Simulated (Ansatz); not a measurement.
**C₄H₇FS: up Jacob's ladder to CCSD(T)**

Aim: compute C₄H₇FS with functionals from several rungs and with coupled cluster. The yardstick is the atomisation energy at the CCSD(T) limit.

Program: Ansatz 0.2.0, Gaussian basis. Level of theory: functionals in def2-TZVPP, the program's frozen cores in correlated methods. These are calculated values, not measurements.

Levels to be run: PBE-D4, r2SCAN-D4, PBE0-D4, B3LYP-D4, ωB97X-V, ωB97M-V, B2PLYP; CCSD(T)/def2-TZVPP; MP2/def2-QZVPP; extrapolation to the limit.

## 1. The geometry

The geometry comes from an earlier relaxation with PBE0-D4 in a triple-zeta def2 set; it is a stationary point, not always the lowest conformer.

SMILES `C=CC(C)(F)S`, 13 atoms, charge 0, spin multiplicity 1.

Atoms are counted from 1 here; the program's logs count them from 0.

Bond lengths: C1–C2 1.324 Å, C1–H7 1.083 Å, C1–H8 1.083 Å, C2–C3 1.494 Å, C2–H9 1.086 Å, C3–C4 1.515 Å, C3–F5 1.383 Å, C3–S6 1.822 Å, C4–H10 1.091 Å, C4–H11 1.091 Å, C4–H12 1.090 Å, S6–H13 1.342 Å. Angles: C2–C1–H7 120.8°, C2–C1–H8 121.4°, H7–C1–H8 117.8°, C1–C2–C3 124.4°, C1–C2–H9 121.2°, C3–C2–H9 114.5°, C2–C3–C4 112.7°, C2–C3–F5 109.4°, C2–C3–S6 109.9°, C4–C3–F5 107.8°, C4–C3–S6 107.6°, F5–C3–S6 109.3°, C3–C4–H10 108.7°, C3–C4–H11 110.2°, C3–C4–H12 110.7°, H10–C4–H11 109.0°, H10–C4–H12 109.0°, H11–C4–H12 109.1° and more.

## 2. PBE-D4 (GGA)

The input, in.yaml:

```yaml
crystal:
  periodic: [false, false, false]
  atoms:
    - {symbol: C, position_ang: [-1.879835, -0.722423, 0.093507]}
    - {symbol: C, position_ang: [-0.706322, -0.449400, -0.454891]}
    - {symbol: C, position_ang: [0.332295, 0.425582, 0.167200]}
    - {symbol: C, position_ang: [1.662375, -0.279578, 0.341487]}
    - {symbol: F, position_ang: [-0.097042, 0.832531, 1.417638]}
    - {symbol: S, position_ang: [0.617158, 1.891097, -0.877567]}
    - {symbol: H, position_ang: [-2.591737, -1.363922, -0.411254]}
    - {symbol: H, position_ang: [-2.160868, -0.315306, 1.056940]}
    - {symbol: H, position_ang: [-0.429296, -0.858153, -1.421658]}
    - {symbol: H, position_ang: [1.530138, -1.109788, 1.036893]}
    - {symbol: H, position_ang: [2.404571, 0.409631, 0.747488]}
    - {symbol: H, position_ang: [2.020237, -0.667989, -0.612244]}
    - {symbol: H, position_ang: [-0.681274, 2.173021, -1.068839]}
basis:
  gaussian: {orbitals: def2-TZVPP}
hamiltonian: {xc: pbe, dispersion: d4}
output: {forces: true, orbitals: {seedname: orbitals}}
```

Launch:

```
> ansatz run in.yaml --threads 2 --pin off --events-out ev --progress --plain --max-ram 22528MiB --backend cuda --devices 0, --max-vram 18GiB
```

After this run come: r2SCAN-D4 (meta-GGA); PBE0-D4 (hybrid); B3LYP-D4 (hybrid); ωB97X-V (range-separated); ωB97M-V (range-separated); B2PLYP (double hybrid); CCSD(T) in def2-TZVPP; MP2 in def2-QZVPP.

**Question.** What will the summary of the whole plan be? Wanted: atomisation energy, CCSD(T)/CBS; farthest; mean size of error, hybrid; mean size of error, range-separated; gap, smallest and largest; T1 diagnostic; triples share of the correlation energy.

**Answer**, as computed:

| quantity | value |
| --- | --- |
| atomisation energy, CCSD(T)/CBS | 5125.0 kJ/mol |
| functionals within 25.6 kJ/mol (0.5 %) | r2SCAN-D4, B3LYP-D4, ωB97X-V, ωB97M-V |
| farthest | PBE-D4 (+144.7 kJ/mol) |
| mean size of error, hybrid | 22.8 kJ/mol |
| mean size of error, range-separated | 18.5 kJ/mol |
| gap, smallest and largest | 4.67 eV (PBE-D4), 11.50 eV (ωB97X-V) |
| T1 diagnostic | 0.0113 |
| triples share of the correlation energy | 4.0 % |

PBE-D4 misses by +144.7 kJ/mol. Double hybrids carry the basis error of their MP2 part in triple zeta, and no dispersion term here, so their miss is partly the set-up's. Misses under about 25.6 kJ/mol are within the doubt on the reference itself, which lacks core-valence correlation, relativity and higher excitations. Hartree-Fock recovers 73 % of the binding; the rest is correlation. Orbital gaps span 4.7 to 11.5 eV; exact exchange widens them.
